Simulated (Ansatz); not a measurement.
# [BCl2]+ (SMILES Cl[B+]Cl) at CCSD(T)/STO-3G

What is the energy change on altering one bond length of [BCl2]+ at CCSD(T)/STO-3G? 

The results are computed with Ansatz 0.2.0.

6 further runs of the same task are left out: 6 that didn't finish.

## 1. The structure to begin with

The species is [BCl2]+ (3 atoms), meant as a singlet with charge +1. As SMILES, `Cl[B+]Cl`. Geometry: relaxed at GFN2-xTB.

Bond lengths: Cl1–B2 1.572 Å, B2–Cl3 1.572 Å. Angles: Cl1–B2–Cl3 179.8°.

## 2. The energy at CCSD(T)/STO-3G

run.yaml

```yaml
crystal:
  periodic: [false, false, false]
  atoms:
    - {symbol: Cl, position_ang: [-1.238380, 0.766480, -0.591300]}
    - {symbol: B, position_ang: [0.000740, 0.001360, 0.000550]}
    - {symbol: Cl, position_ang: [1.237640, -0.767840, 0.590740]}
basis:
  gaussian:
    orbitals: STO-3G
total_charge: 1
correlation:
  method: ccsd_t
  frozen_orbitals: {B: 1, Cl: 5}
accuracy: high
scf:
  omitted_lower_state_checks: [cluster_reference, increment]
```

The run is started by

```
$ ansatz run run.yaml --threads 1 --pin off --max-ram 2610MiB --events-out events.jsonl --progress --plain --runs-dir runs
```

The program printed, shortened:

```text
Warning: RAYON_NUM_THREADS=1 ignored (pool sized by the plan → 1); use --threads N
Functional definition: HF
  name "HF"
[...]
399 factors; integrals over basis functions are off by at most 2.4e-8 eV
[...]
mean field -25395.56102525 eV, -933.2696539484 hartree, gradient 7.4e-8 eV, S^2 0.000000; 0 other end points of the search recorded, 0 dependent functions left out
11 core orbitals not correlated: weight in the atoms' cores, before any rotation towards them, 1.000 or more for the frozen orbitals, at most 0.000 for the correlated occupied ones
reference -25395.56102525 eV, -933.2696539484 hartree; 8, 8 occupied and 4, 4 virtual orbitals, 399 factors
second order -2.05661834 eV of doubles, -0.00000000 eV of singles
cycle   1  -2.08502024 eV  change   -2.8e-2 eV  update   8.6e-2
[...]
cycle  16  -2.26251601 eV  change   -1.9e-9 eV  update   1.9e-9
perturbative correction -0.16004587 eV, -0.0058815773 hartree
Total energy: -25397.98358713 eV, -933.3586814554 hartree
Checks for a lower state left out: cluster_reference, increment
```

Run time: 0.18 s. Hardware: 1 thread of Arm Neoverse V2, shared host.

## 3. The distorted shape

molecule.yaml

```yaml
crystal:
  periodic: [false, false, false]
  atoms:
    - {symbol: Cl, position_ang: [-1.548182, 0.957774, -0.739273]}
    - {symbol: B, position_ang: [0.000740, 0.001360, 0.000550]}
    - {symbol: Cl, position_ang: [1.237640, -0.767840, 0.590740]}
basis:
  gaussian:
    orbitals: STO-3G
total_charge: 1
correlation:
  method: ccsd_t
  frozen_orbitals: {B: 1, Cl: 5}
accuracy: high
scf:
  omitted_lower_state_checks: [cluster_reference, increment]
```

The run is started by

```
$ ansatz run molecule.yaml --threads 1 --pin off --max-ram 2610MiB --events-out events.jsonl --progress --plain --runs-dir runs
```

The program printed, shortened:

```text
Warning: RAYON_NUM_THREADS=1 ignored (pool sized by the plan → 1); use --threads N
Functional definition: HF
  name "HF"
[...]
392 factors; integrals over basis functions are off by at most 2.5e-8 eV
[...]
mean field -25394.55200064 eV, -933.2325729779 hartree, gradient 1.2e-8 eV, S^2 0.000000; 0 other end points of the search recorded, 0 dependent functions left out
11 core orbitals not correlated: weight in the atoms' cores, before any rotation towards them, 1.000 or more for the frozen orbitals, at most 0.000 for the correlated occupied ones
reference -25394.55200064 eV, -933.2325729779 hartree; 8, 8 occupied and 4, 4 virtual orbitals, 392 factors
second order -2.11427045 eV of doubles, -0.00000000 eV of singles
cycle   1  -2.19649467 eV  change   -8.2e-2 eV  update   1.1e-1
[...]
cycle  20  -2.46832542 eV  change   8.0e-10 eV  update   1.1e-9
perturbative correction -0.17007729 eV, -0.0062502250 hartree
Total energy: -25397.19040335 eV, -933.3295324891 hartree
Checks for a lower state left out: cluster_reference, increment
```

It took 0.2 s on 1 thread of Arm Neoverse V2, shared host.

## 4. Outcome

At CCSD(T)/STO-3G, 11 core orbitals frozen:

| quantity | value |
| --- | --- |
| first shape: total energy | -933.35868 Eh |
| first shape: correlation energy (11 core orbitals frozen) | -89.0 mEh |
| first shape: (T) correction | -5.88 mEh |
| first shape: T1 diagnostic | 0.018 |
| distorted shape: total energy | -933.32953 Eh |
| distorted shape: correlation energy (11 core orbitals frozen) | -97.0 mEh |
| distorted shape: (T) correction | -6.25 mEh |
| distorted shape: T1 diagnostic | 0.025 |
| energy change with the Cl1–B2 bond stretched from 1.572 to 1.965 Å | 0.793 eV |

With the Cl1–B2 bond stretched from 1.572 to 1.965 Å the energy rises by 0.79 eV (18.3 kcal/mol). The first shape isn't relaxed at this level, so the change isn't measured from a minimum. The minimal basis adds a large error of its own. The triples (first shape) make up 6.6 % of the correlation energy. The T1 diagnostic (distorted shape) of 0.025 is above the customary mark for such species, so a single reference may not serve. The triples (distorted shape) make up 6.4 % of the correlation energy.
